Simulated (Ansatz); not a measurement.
Relaxation of AlH4NSi (7 atoms, charge 0, multiplicity 1), to a largest force component of 0.015 eV/Å in at most 40 steps.

The calculation used RKS CAM-B3LYP-D4/def2-SVP in Ansatz 0.2.0.

```xyz
7
Properties=species:S:1:pos:R:3
N -1.774 -0.726 -1.341
Si -0.668 0.108 -0.495
Al 0.268 2.228 0.257
H -1.832 -1.730 -1.415
H 0.249 -0.890 0.153
H -0.172 3.710 -0.014
H 1.543 2.152 1.188
```

**Question.** Where does it end, and by what steps?

**Answer.** It converged. After 9 steps the energy has fallen by 0.564 eV; H6 moved furthest, 0.67 Å.

```json
{"step": "0", "energy less start (eV)": "0.0000", "largest force component (eV/Å)": "2.151", "accepted": "yes"}
{"step": "1", "energy less start (eV)": "-0.3628", "largest force component (eV/Å)": "0.836", "accepted": "yes"}
{"step": "2", "energy less start (eV)": "-0.4606", "largest force component (eV/Å)": "0.778", "accepted": "yes"}
{"step": "3", "energy less start (eV)": "-0.4716", "largest force component (eV/Å)": "1.572", "accepted": "yes"}
{"step": "4", "energy less start (eV)": "-0.4764", "largest force component (eV/Å)": "1.802", "accepted": "yes"}
{"step": "5", "energy less start (eV)": "-0.5533", "largest force component (eV/Å)": "0.170", "accepted": "yes"}
{"step": "6", "energy less start (eV)": "-0.5575", "largest force component (eV/Å)": "0.135", "accepted": "yes"}
{"step": "7", "energy less start (eV)": "-0.5608", "largest force component (eV/Å)": "0.217", "accepted": "yes"}
{"step": "8", "energy less start (eV)": "-0.5634", "largest force component (eV/Å)": "0.081", "accepted": "yes"}
{"step": "9", "energy less start (eV)": "-0.5640", "largest force component (eV/Å)": "0.012", "accepted": "yes"}
```

```xyz
7
Properties=species:S:1:pos:R:3
N -1.646 -0.259 -1.225
Si -0.347 -0.175 -0.273
Al 0.281 2.113 0.265
H -2.029 -1.152 -1.535
H 0.411 -1.368 0.241
H -0.581 3.288 -0.338
H 1.524 2.405 1.199
```

The run took 30 s on 1 thread of Arm Neoverse V1, with other jobs on the host, peak memory 0.14 GiB.
